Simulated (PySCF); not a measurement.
The group X on HS-X is varied. Isolated molecules, 0 K electronic values unless said otherwise. One relaxed conformer stands for each flexible species; it need not be the lowest. Strings in code marks are SMILES.

The numbers are results of B3LYP-D3(BJ)/def2-TZVP in PySCF, not measurements. All candidates: neutral, multiplicity 1. B3LYP has the VWN-RPA correlation part, as in Gaussian. Excitations are Tamm–Dancoff values on a coarser integration grid. The basis has no diffuse functions, so Rydberg states are missing or too high.

The T1 excitation (TDA) comes out as 4.69 eV, the HOMO comes out as -7.46 eV and the HOMO–LUMO gap comes out as 6.64 eV.

**Question.** Say which member has these values.
A. `COS` (C–O–S–H torsion 81°)
B. `N#CCS`
C. `CS`
D. `FCS` (F–C–S–H torsion 76°)

**Answer.** B, `N#CCS`. The others give `FCS` (F–C–S–H torsion 76°): 5.30 eV, -7.34 eV, 7.23 eV; `CS`: 4.90 eV, -6.54 eV, 6.74 eV; `COS` (C–O–S–H torsion 81°): 3.62 eV, -6.72 eV, 5.89 eV
